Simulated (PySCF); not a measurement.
# NaH from Hartree–Fock to correlated methods

State: ¹Σ⁺ (singlet), closed shell. Set-up: Na def2-SVP, H def2-SVP; no relativity (PySCF 2.14). De refers to Na + H in their ground configurations, without counterpoise correction. A positive dipole means Na(−)H(+).

```csv
Level,Re (Å),ωe (cm⁻¹),De (eV),μ (D)
RHF,1.921,1162,0.89,-7.18
RHF-MP2,1.910,1146,1.46,n/a
RHF-SCS-MP2,1.909,1145,1.58,n/a
RHF-CCSD,1.918,1106,1.69,n/a
RHF-CCSD(T),1.918,1105,1.69,n/a
PBE,1.898,1129,1.83,-5.75
BLYP,1.890,1138,1.98,-5.60
r²SCAN,1.906,1140,1.87,-6.43
TPSSh,1.900,1144,2.03,-6.35
PBE0,1.893,1155,1.75,-6.25
HSE06,1.894,1152,1.75,-6.23
BHandHLYP,1.878,1193,1.85,-6.41
```

Which functional lies closest to RHF-CCSD(T) in De, which farthest, and by how much do they differ from it?

Closest is PBE0 (-2.5 pm in Re, +4.5 % in ωe, +0.06 eV in De against RHF-CCSD(T) in the same basis), farthest TPSSh (-1.8 pm in Re, +3.5 % in ωe, +0.34 eV in De). CCSD(T) converges more slowly with the basis than the functionals do and binds too weakly in this one, so the order can change at the basis-set limit.

What does a quarter of exact exchange do here, going from PBE to PBE0?

PBE0 less PBE: -0.5 pm in Re, +2.3 % in ωe, -0.08 eV in De. Exact exchange removes part of the self-interaction that spreads semilocal densities, and in most molecules shortens and stiffens the bond and lowers De; so it does here.

What does the step from GGA to meta-GGA do here, going from PBE to r²SCAN?

r²SCAN less PBE: +0.8 pm in Re, +1.0 % in ωe, +0.04 eV in De. 

Measured (Huber and Herzberg, Constants of Diatomic Molecules (1979)): Re = 1.8874 Å, ωe = 1172.2 cm⁻¹.

Correlated steps freeze 1 core orbital. Correlated levels converge slowly with the basis: in double zeta they bind strong bonds too weakly, by up to about 1 eV, and carry superposition errors of some tenths. Where the molecule has an RHF reference, its open-shell atoms are computed with UHF.
